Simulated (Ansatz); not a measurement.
C3H3F2N (`FCC1=C(F)N1`), relaxed with RKS PBE-D4/def2-SVP in Ansatz 0.2.0 from a rough embedded geometry. The force threshold is 0.03 eV/Å; the program also tests the step.

Charge 0, multiplicity 1.

Start:

```xyz
9

F     1.133    0.076    1.459
C     0.655   -0.725    0.476
C     0.262    0.061   -0.712
C    -0.937    0.285   -1.178
F    -2.012   -0.049   -0.369
N    -0.118    1.359   -0.816
H     1.485   -1.431    0.223
H    -0.183   -1.344    0.833
H    -0.286    1.769    0.085
```

(1) By how much does the energy fall, and how many steps does the optimiser take? (An estimate is asked.)

(2) Which bonds change most? (Best estimate.)

(3) Give the relaxed structure. (Estimate.)

## Answers

(1) The calculation gave: 164.93 kJ/mol, in 23 steps.

(2) The calculation gave: C3–N6 from 1.356 to 1.709 Å; C4–F5 from 1.385 to 1.313 Å; F1–C2 from 1.356 to 1.395 Å; N6–H9 from 1.004 to 1.041 Å.

(3) Computed: 
```xyz
9

F     2.105   -0.457    0.247
C     0.836   -0.817    0.700
C    -0.247   -0.136   -0.006
C    -0.821    0.401   -1.048
F    -1.378    0.223   -2.224
N    -0.568    1.520   -0.279
H     0.702   -1.914    0.555
H     0.786   -0.609    1.792
H    -1.416    1.787    0.262
```
